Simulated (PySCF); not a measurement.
Molecule: 3-hexyne (C(C#CCC)C, C6H10).

Bonds (- single, = double, # triple, : aromatic): C1-C2, C2-C3, C3#C4, C4-C5, C5-C6. C1 carries H7, H8, H9; C2 carries H10, H11; C5 carries H12, H13; C6 carries H14, H15, H16.

Frames of a GFN2-xTB Langevin trajectory at 200 K; GIAO PBE0/pcSseg-1 shieldings in PySCF, gas phase, non-relativistic; equivalent atoms averaged within each frame.

Scale: TMS for $^{13}$C (σref 186.93) and $^{1}$H (σref 31.72) (reference shieldings calculated alike). The references are static minima.

**Question.** How do the shifts (ppm) fluctuate along the trajectory?

**Answer.** 
```
         time (fs)  C3/C4  C1/C6  C2/C5  H10/H11/H12/H13  H7/H8/H9/H14/H15/H16
optimised geometry   88.0   17.4   15.7             2.30                  1.17
               250   90.3   19.4   18.2             2.47                  1.42
               425   88.6   19.5   16.8             2.36                  1.50
               625   88.2   15.1   13.2             2.57                  1.00
               800   89.2   19.2   17.6             2.48                  1.44
              1000   88.2   18.2   13.9             2.10                  1.37
    mean of frames   88.9   18.3   15.9             2.40                  1.35
standard deviation    0.9    1.9    2.2             0.18                  0.20
```

5 frames give an uncertainty of the mean of about the standard deviation over 2.2 at best, since frames this close in time may not be independent; classical motion lacks zero-point vibration, and the reference would need the same averaging.
